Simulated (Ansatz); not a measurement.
Basis-set series for `C=C=CO`. Total charge 0; spin multiplicity 1. All single points use the PBE0-D4/def2-TZVP geometry. It is one conformer, not always the lowest.

| functional | basis | functions | energy (Eh) | HOMO (eV) | LUMO (eV) |
| --- | --- | --- | --- | --- | --- |
| PBE0-D4 | def2-SVP | 76 | -191.50906 | -6.52 | -0.08 |
| PBE0-D4 | def2-QZVPP | 348 | -191.74038 | -6.69 | -0.42 |
| ωB97M-V | def2-SVP | 76 | -191.64551 | -8.73 | 2.10 |
| ωB97M-V | def2-QZVPP | 348 | -191.88506 | -8.91 | 1.45 |

**Question.** Give the rows for def2-TZVPP. (Best estimate.)

**Answer.** The calculation gave: 
```json
{"functional": "PBE0-D4", "basis": "def2-TZVPP", "functions": "180", "energy (Eh)": "-191.72976", "HOMO (eV)": "-6.65", "LUMO (eV)": "-0.32"}
{"functional": "ωB97M-V", "basis": "def2-TZVPP", "functions": "180", "energy (Eh)": "-191.87500", "HOMO (eV)": "-8.88", "LUMO (eV)": "1.72"}
```

Positive LUMOs are unbound and depend on the basis.

Results of the Gaussian-basis code of Ansatz.
